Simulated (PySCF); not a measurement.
C3H5O (doublet state).
Numbering: `[O:1][CH:2]1[CH2:3][CH2:4]1` (hydrogens: H5 on C2; H6, H7 on C3; H8, H9 on C4)

Structure optimised with GFN2-xTB, isolated species. This method treats the open shell by occupation alone, without spin polarisation.

Task: What internal coordinates does the optimisation give?

Result: 
```json
{"bond": "O1–C2", "length (Å)": "1.253"}
{"bond": "C2–C3, C2–C4", "length (Å)": "1.591"}
{"bond": "C3–C4", "length (Å)": "1.457"}
{"bond": "C2–H5", "length (Å)": "1.099"}
{"bond": "C3–H6, C4–H8", "length (Å)": "1.079"}
{"bond": "C3–H7, C4–H9", "length (Å)": "1.078"}
```

Bonds in one row agree within 0.01 Å and their mean is given. A selection of angles:
```json
{"angle": "O1–C2–C3", "degrees": "120.5"}
{"angle": "O1–C2–H5", "degrees": "119.9"}
{"angle": "C3–C2–C4", "degrees": "54.5"}
{"angle": "C3–C2–H5", "degrees": "112.3"}
{"angle": "C2–C3–C4", "degrees": "62.7"}
{"angle": "C2–C3–H6", "degrees": "113.9"}
{"angle": "C2–C3–H7", "degrees": "113.7"}
{"angle": "C4–C3–H6", "degrees": "120.1"}
{"angle": "C4–C3–H7", "degrees": "118.7"}
{"angle": "H6–C3–H7", "degrees": "115.9"}
```

Dihedral angles: O1–C2–C3–C4 108° (anticlinal); O1–C2–C4–C3 -108° (anticlinal).

The 3-membered ring C2–C3–C4 has internal angles of 54.5° to 62.8°. The C–C distances run from 1.457 Å (C3–C4, drawn single) to 1.591 Å (C2–C3, drawn single), a spread of 0.134 Å.

Point group: Cs (tolerance 0.08 Å). No frequency check.

The numbers are calculated, not measured.
